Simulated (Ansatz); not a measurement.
Relaxation of CHO2 (4 atoms, charge 0, multiplicity 2), to a largest force component of 0.02 eV/Å in at most 50 steps.

Level of theory: Ansatz 0.2.0, UKS PBE0-D4/cc-pVDZ.

```xyz
4
Properties=species:S:1:pos:R:3
O -1.111 -0.058 0.544
C -0.015 -0.027 0.012
O 0.942 -0.783 0.189
H 0.239 0.807 -0.766
```

Question: Where does it end, and by what steps?

Answer: It converged. After 13 steps the energy has fallen by 0.253 eV; O3 moved furthest, 0.12 Å.

| step | energy less start (eV) | largest force component (eV/Å) | accepted |
| --- | --- | --- | --- |
| 0 | 0.0000 | 3.539 | yes |
| 1 | -0.0983 | 2.442 | yes |
| 2 | -0.1671 | 1.027 | yes |
| 3 | -0.1709 | 0.693 | yes |
| 4 | -0.1781 | 0.456 | yes |
| 5 | -0.1859 | 0.556 | yes |
| 6 | -0.1979 | 0.734 | yes |
| 7 | -0.2137 | 0.801 | yes |
| 8 | -0.2096 | 0.841 | no |
| 9 | -0.2347 | 0.510 | yes |
| 10 | -0.2492 | 0.202 | yes |
| 11 | -0.2524 | 0.050 | yes |
| 12 | -0.2525 | 0.129 | yes |
| 13 | -0.2527 | 0.011 | yes |

```xyz
4
Properties=species:S:1:pos:R:3
O -1.160 0.005 0.525
C -0.051 -0.070 0.070
O 1.011 -0.725 0.113
H 0.256 0.730 -0.728
```

Run time: 23 s on 1 thread of Arm Neoverse V2, with other jobs on the host, peak memory 0.11 GiB.
